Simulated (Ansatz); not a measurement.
Results of PBE-D4 (PAW; Ansatz, an electronic-structure program) for bcc Rb.

Numerical settings: plane-wave cutoff 500 eV, 18×18×18 k mesh, Fermi–Dirac smearing 0.1 eV, scalar-relativistic PAW data made under PBE.

Computed at the level's own relaxed cell.

Task: Predict the volume per atom and lattice constant a.

Result: 
- volume per atom = 87.08 Å³/atom
- lattice constant a = 5.585 Å

Measured, for comparison: equilibrium volume per atom 86.68 Å³/atom, lattice constant a 5.576 Å (low-temperature or extrapolated to 0 K; zero-point anharmonic expansion removed; as tabulated in Csonka et al. (2009), arXiv:0903.4037). Computed (rounded) less measured: equilibrium volume per atom +0.5 %, lattice constant a +0.2 %.

Note: a distance lies near a switch of the dispersion term, which can move the cell.

Computed values are for the static lattice.

Computing time: about 60 core-seconds (a rough figure).
